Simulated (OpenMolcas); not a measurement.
# P4 (SMILES P12P3P1P23): B97-2/aug-pcseg-1

Aim: the vertical ionisation energy of P4 at B97-2/aug-pcseg-1, from 2 runs. 

The calculation is run with OpenMolcas 26.06.

2 further runs of the same task are left out: 2 that didn't finish.

**1. The structure to begin with**

P4 has 4 atoms, charge 0, and is taken as a singlet. SMILES: `P12P3P1P23`. The shape is that of a PBE0-D4/def2-TZVP optimisation.

Bond lengths: P1–P2 2.184 Å, P1–P3 2.184 Å, P2–P3 2.184 Å, P1–P4 2.184 Å, P2–P4 2.184 Å, P3–P4 2.184 Å. Some angles: P1–P2–P3 60.0°, P1–P2–P4 60.0°, P3–P2–P4 60.0°, P2–P1–P3 60.0°, P2–P1–P4 60.0°, P3–P1–P4 60.0°, P1–P3–P2 60.0°, P1–P3–P4 60.0°, P2–P3–P4 60.0°, P1–P4–P2 60.0°.

**2. Energy and forces at B97-2/aug-pcseg-1**

job.inp

```
* P4 Kohn-Sham DFT
&GATEWAY
BasLib
$CurrDir
Coord
4
bohr
P     -1.36967350    -0.18897261     2.11535942
P      2.44700636     0.20749193     0.59658654
P     -0.34959933    -2.06301401    -1.41691665
P     -0.72773353     2.04449469    -1.29484034
Basis
aug-pcseg-1
Group
NoSym
&SEWARD
&SCF
KSDFT
HYB_GGA_XC_B97_2
PrOrbitals
0
&ALASKA
```

The basis set aug-pcseg-1 is read from a file made from the Basis Set Exchange's data (not shown).

On the command line:

```bash
$ export MOLCAS_MEM=1860
$ pymolcas job.inp > job.log
```

Output:

```text
--- Start Module: gateway ---
[...]
--- Stop Module: gateway /rc=_RC_ALL_IS_WELL_ ---
[...]
      Basis functions          108
[...]
--- Start Module: scf ---
[...]
       Convergence after  10 Iterations
[...]
::    Total KS-DFT energy                           -1365.4872041707
[...]
      Total spin, S                                     0.0000000000
[...]
      Total electronic charge=   60.000000
      Total            charge=   -0.000000
[...]
      Dipole Moment (debye):
      Origin of the operator (angstrom)=   -0.0000    0.0000    0.0000
                   X= -3.4711E-05               Y=  2.7249E-05               Z= -2.5764E-05           Total=  5.1100E-05
      Quadrupole Moment (debye*angstrom):
[...]
--- Stop Module: scf /rc=_RC_ALL_IS_WELL_ ---
[...]
--- Start Module: alaska ---
[...]
 *              Molecular gradients               *
 **************************************************
  Irreducible representation: a
 ------------------------------------------------------------------------------------------
                              X                       Y                       Z
 ------------------------------------------------------------------------------------------
  P1                3.29000432077287E-03    4.47061114227987E-04   -5.08390800055736E-03
  P2               -5.84534034866735E-03   -4.80503447521041E-04   -1.42668008976621E-03
  P3                8.14940186453672E-04    4.95576358458649E-03    3.39123365017002E-03
  P4                1.74039584143593E-03   -4.92232125129277E-03    3.11935444013400E-03
 ------------------------------------------------------------------------------------------
--- Stop Module: alaska /rc=_RC_ALL_IS_WELL_ ---
[...]
```

Wall time 24 s (1 thread of Arm Neoverse V1, shared host); peak memory 0.63 GiB.

**3. The doublet cation at the same level**

job.input

```
* P4 Kohn-Sham DFT
&GATEWAY
BasLib
$CurrDir
Coord
4
bohr
P     -1.36967350    -0.18897261     2.11535942
P      2.44700636     0.20749193     0.59658654
P     -0.34959933    -2.06301401    -1.41691665
P     -0.72773353     2.04449469    -1.29484034
Basis
aug-pcseg-1
Group
NoSym
&SEWARD
&SCF
UHF
Charge
1
Spin
2
KSDFT
HYB_GGA_XC_B97_2
PrOrbitals
0
&ALASKA
```

The basis set aug-pcseg-1 is read from a file made from the Basis Set Exchange's data (not shown).

On the command line:

```bash
$ export MOLCAS_MEM=1860
$ pymolcas job.input > job.log
```

Output:

```text
--- Start Module: gateway ---
[...]
--- Stop Module: gateway /rc=_RC_ALL_IS_WELL_ ---
[...]
      Basis functions          108
[...]
--- Start Module: scf ---
[...]
       Convergence after  39 Iterations
[...]
::    Total KS-DFT energy                           -1365.1301187960
[...]
      Total spin, S                                     0.5019808150
[...]
      Total electronic charge=   59.000000
      Total            charge=    1.000000
[...]
      Dipole Moment (debye):
      Origin of the operator (angstrom)=   -0.0000    0.0000    0.0000
                   X=  7.9089E-05               Y=  1.0346E-04               Z=  3.5505E-06           Total=  1.3028E-04
      Center of Charge (angstrom)
[...]
--- Stop Module: scf /rc=_RC_ALL_IS_WELL_ ---
[...]
--- Start Module: alaska ---
[...]
 *              Molecular gradients               *
 **************************************************
  Irreducible representation: a
 ------------------------------------------------------------------------------------------
                              X                       Y                       Z
 ------------------------------------------------------------------------------------------
  P1                4.49275132806903E-04   -3.15075030112602E-02   -3.10855489080737E-02
  P2               -2.17735979054368E-02    3.11493284278201E-02   -2.26637735861264E-02
  P3               -2.00446416377620E-02    5.86606970700387E-03    3.90195195149570E-02
  P4                4.13689644103474E-02   -5.50789512353589E-03    1.47298029791827E-02
 ------------------------------------------------------------------------------------------
--- Stop Module: alaska /rc=_RC_ALL_IS_WELL_ ---
[...]
```

It took 59 s on 1 thread of Arm Neoverse V1, shared host; peak memory 0.63 GiB.

**4. Summary of results**

At B97-2/aug-pcseg-1:

```
                                          quantity           value
                          singlet P4: total energy  -1365.48720 Eh
                         singlet P4: dipole moment          0.00 D
                           singlet P4: HOMO energy        -7.53 eV
                           singlet P4: LUMO energy        -0.85 eV
                         singlet P4: HOMO–LUMO gap         6.68 eV
              singlet P4: largest force on an atom      0.313 eV/Å
                      doublet cation: total energy  -1365.13012 Eh
doublet cation: HOMO energy (highest over α and β)       -13.42 eV
 doublet cation: LUMO energy (lowest over α and β)       -11.92 eV
                              doublet cation: ⟨S²⟩           0.754
          doublet cation: largest force on an atom      2.276 eV/Å
vertical ionisation energy (to the doublet cation)        9.717 eV
```

In words: Removing an electron at fixed nuclei costs 9.72 eV (938 kJ/mol). The largest force (singlet P4) is 0.31 eV/Å: the shape isn't a stationary point for this species at this level. −ε(HOMO) before ionisation, 7.53 eV, is 2.18 eV below this ionisation energy.
